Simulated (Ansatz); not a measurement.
# HAlSi, triplet: the ladder up to full CI

Geometry: a point of a stretch scan, not a stationary point.

| atom | x (Å) | y (Å) | z (Å) |
| --- | --- | --- | --- |
| Si | 0.0000 | 0.0000 | 4.8023 |
| Al | 0.0000 | 0.0000 | -1.6017 |
| H | 0.0000 | 0.0000 | -3.2006 |

Basis 6-31G; Ansatz 0.2.0. Only valence electrons are correlated (noble-gas cores frozen), which leaves 8 electrons in 18 orbitals. R marks a restricted (for open shells ROHF) determinant, U an unrestricted one. Active spaces: valence = (8e, 9o) chosen from the atoms' valence shells; pair = (4e, 4o) about the gap.

Full CI is exact within this basis and frozen core; it isn't the basis-set limit. The frozen core follows each run's orbitals, which can shift R against U totals by a few meV.

For open shells CISD and CISDTQ are restricted-active-space CI with the open shells as a complete middle space.

The UHF ⟨S²⟩ is 2.034 and the T1 diagnostic (RCCSD) is 0.0109. The largest doubles amplitude (RCCSD) is 0.110. The T1 diagnostic (UCCSD) is 0.0109.

| level | E − E(full CI) (kJ/mol) | share of correlation (%) | wall time |
| --- | --- | --- | --- |
| RHF | 182.4 | 0.00 | – |
| RMP2 | 68.7 | 62.36 | – |
| UMP2 | 68.7 | 62.37 | – |
| CISD | 11.2 | 93.84 | 0.9 s |
| RCCSD | 1.6 | 99.10 | – |
| UCCSD | 1.6 | 99.10 | – |
| RCCSD(T) | 0.6 | 99.67 | 1.8 s |
| UCCSD(T) | 0.6 | 99.68 | 4.2 s |
| BCCD(T) | 0.6 | 99.68 | 1.8 s |
| RCCSDT | 0.2 | 99.92 | – |
| UCCSDT | 0.1 | 99.92 | – |
| CISDTQ | 0.2 | 99.87 | 5.5 s |
| RCCSDT(Q) | 0.1 | 99.97 | 4.4 s |
| UCCSDT(Q) | 0.0 | 99.98 | 7 s |
| RCCSDTQ | 0.0 | 100.00 | 27 s |
| UCCSDTQ | 0.0 | 100.01 | 29 s |
| CASSCF (pair space) | 144.6 | 20.74 | – |
| MRCISD (pair space) | 6.9 | 96.20 | – |
| MRCISD+Q (pair space) | -3.8 | 102.06 | 2 s |
| CASSCF (valence space) | 50.6 | 72.27 | – |
| NEVPT2 (valence space) | 20.4 | 88.82 | 3.5 s |
| MRCISD (valence space) | 1.6 | 99.11 | – |
| MRCISD+Q (valence space) | 0.7 | 99.60 | 5.5 s |

The correlation energy at full CI, counted from RHF, is -1.891 eV. That run took 30 s on 1 thread of Arm Neoverse V1, shared host over 2,340,352 determinants.

Run but not shown, since their state or frozen core can't be matched to the reference's or they repeat it: UHF.

Times hold each run's SCF and search for its determinant on a shared host, so for small cases they say little of a method's own cost; they ran on 1 thread of Arm Neoverse V1.

Not variational, and here over 5 meV under the exact energy: MRCISD+Q (pair space).

The full-CI state has the irrep A2 of C2v, in the program's axes (one component, if the state is degenerate).

Natural occupations of full CI about the gap: 1.970 1.951 1.896 0.997 0.997 0.045 0.045 0.037 0.030 0.008; effectively unpaired electrons, Σ n²(2−n)², 2.08.
